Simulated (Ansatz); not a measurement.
A made-up structure of CH₅AlN (charge +1), closed shell:

| atom | x (Å) | y (Å) | z (Å) |
| --- | --- | --- | --- |
| C1 | -1.1647 | 0.8329 | -0.4209 |
| N2 | 0.1976 | 0.6417 | -0.0420 |
| Al3 | 1.0805 | -1.2855 | 0.4647 |
| H4 | -1.9116 | -0.1293 | -0.4741 |
| H5 | -1.6044 | 1.9366 | -0.6940 |
| H6 | 0.8271 | 1.5943 | -0.0177 |
| H7 | 2.7675 | -1.1159 | 0.8749 |
| H8 | -0.1921 | -2.4749 | 0.3090 |

It is relaxed with PBE-D4/def2-SVP and then PBE0-D4/def2-TZVP (Ansatz 0.2.0). Atoms count as bonded within 1.22 times the sum of their covalent radii (H–H: 0.88 Å). The end point is not checked to be a true minimum.

Task: Does its bonding change? (A judgement: the text doesn't fix the answer.)

Result: The calculation gives: No: no bond forms or breaks.

Where it ends: The first stage lowers the energy by 1.53 eV in 5 steps. It ends as CH₅AlN ([CH2][NH][AlH2]), total charge +1:
| atom | x (Å) | y (Å) | z (Å) |
| --- | --- | --- | --- |
| C1 | -1.0400 | 0.7436 | -0.3758 |
| N2 | 0.1762 | 0.5728 | -0.0375 |
| Al3 | 0.9649 | -1.1477 | 0.4149 |
| H4 | -1.7070 | -0.1154 | -0.4231 |
| H5 | -1.4326 | 1.7290 | -0.6199 |
| H6 | 0.7383 | 1.4234 | -0.0158 |
| H7 | 2.4711 | -0.9956 | 0.7812 |
| H8 | -0.1709 | -2.2101 | 0.2760 |

Labels in which every atom is bracketed show which atoms are joined, not bond orders.

For scale, one of the runs: PBE0-D4/def2-TZVP relaxation, 129 basis functions, launched by `ansatz run in.yaml --threads 2 --pin off --events-out ev --progress --plain --max-ram 4352MiB`. Hardware: 2 CPU threads of an Intel Xeon Platinum 8488C, shared host. Wall time about 13 s.
